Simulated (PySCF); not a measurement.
# BH⁻: basis, grid and Hamiltonian

Aim: see how much the energy and properties of BH⁻ depend on the numerical set-up.

The runs use PySCF 2.14.0; method and basis as typed in the scripts.

3 further runs of the same task are left out: 3 that didn't finish.

## 1. Starting geometry

BH⁻: 2 atoms, charge -1, spin multiplicity 2.

Bond lengths: B1–H2 1.297 Å.

## 2. The base run

File input.py:

```python
from pyscf import gto, scf, mp

mol = gto.M(
    atom='B 0 0 0; H 0 0 1.297',
    basis='6-31g*',
    charge=-1,
    spin=1,
    verbose=4,
)
mf = scf.UHF(mol)
mf = mf.density_fit(auxbasis='def2-universal-jkfit')
mf.kernel()
mp.MP2(mf, frozen=1).kernel()
mf.dip_moment()
print('orbital energies (hartree):', [e[max(0, n-3):n+3].round(4) for e, n in zip(mf.mo_energy, mol.nelec)])
```

On the command line:

```console
$ OMP_NUM_THREADS=1 python input.py
```

Its log is not repeated here.

In short: E(SCF) = -25.060543 Eh, 10 cycles, E(MP2) − E(SCF) = -0.05639 Eh, ⟨S²⟩ = 0.759.

The bond length is a typed value, not an optimised one. The dipole of an ion depends on the origin.

## 3. Cartesian functions on

Run 1 changes Cartesian functions: off → on.

File input.py:

```python
from pyscf import gto, scf, mp

mol = gto.M(
    atom='B 0 0 0; H 0 0 1.297',
    basis='6-31g*',
    charge=-1,
    spin=1,
    cart=True,
    verbose=4,
)
mf = scf.UHF(mol)
mf = mf.density_fit(auxbasis='def2-universal-jkfit')
mf.kernel()
mp.MP2(mf, frozen=1).kernel()
mf.dip_moment()
print('orbital energies (hartree):', [e[max(0, n-3):n+3].round(4) for e, n in zip(mf.mo_energy, mol.nelec)])
```

On the command line:

```console
$ OMP_NUM_THREADS=1 python input.py
```

## 4. Spin-free X2C on

Run 2 changes spin-free X2C: off → on.

Changes to input.py since step 2:

```diff
@@ -10,2 +10,3 @@
 mf = scf.UHF(mol)
+mf = mf.sfx2c1e()
 mf = mf.density_fit(auxbasis='def2-universal-jkfit')
```

## 5. Sto-3g

Run 3 changes basis set: 6-31g* → sto-3g.

Changes to input.py since step 2:

```diff
@@ -4,3 +4,3 @@
     atom='B 0 0 0; H 0 0 1.297',
-    basis='6-31g*',
+    basis='sto-3g',
     charge=-1,
```

## 6. Jorge-dzp-dkh (X2C on)

Run 4 changes basis set: 6-31g* → jorge-dzp-dkh; spin-free X2C: off → on.

Changes to input.py since step 2:

```diff
@@ -4,3 +4,3 @@
     atom='B 0 0 0; H 0 0 1.297',
-    basis='6-31g*',
+    basis='jorge-dzp-dkh',
     charge=-1,
@@ -10,2 +10,3 @@
 mf = scf.UHF(mol)
+mf = mf.sfx2c1e()
 mf = mf.density_fit(auxbasis='def2-universal-jkfit')
```

**Question.** What will these runs give? Wanted: for each run, E(SCF); from base; gap, α spin; after the SCF.

The runs gave:

```
                   run  E(SCF) (hartree)  from base (eV)  cycles  gap, α spin (eV)  functions                           after the SCF
                  base        -25.060543               0      10              9.36         16  MP2 correlation -1.535 eV, core frozen
Cartesian functions on        -25.060720         -0.0048      10              9.36         17  MP2 correlation -1.550 eV, core frozen
      spin-free X2C on        -25.067108         -0.1787      10              9.36         16  MP2 correlation -1.535 eV, core frozen
                sto-3g        -24.498904        +15.2830       8             13.39          6  MP2 correlation -0.548 eV, core frozen
jorge-dzp-dkh (X2C on)        -25.100621  not comparable      10              8.19         20  MP2 correlation -1.882 eV, core frozen
```

**Reading.** The highest filled level of this anion is positive: the basis lacks diffuse functions or the electron is not bound, so these numbers hang on the basis. Of the runs whose energies can be compared, “sto-3g” moves the SCF energy most (+15.283 eV). Scalar relativity lowers the total energy by 0.18 eV, nearly all of it in the inner shells; a basis contracted without relativity catches only part of it. sto-3g (6 functions) gives an energy 15.28 eV higher than 6-31g* (16).
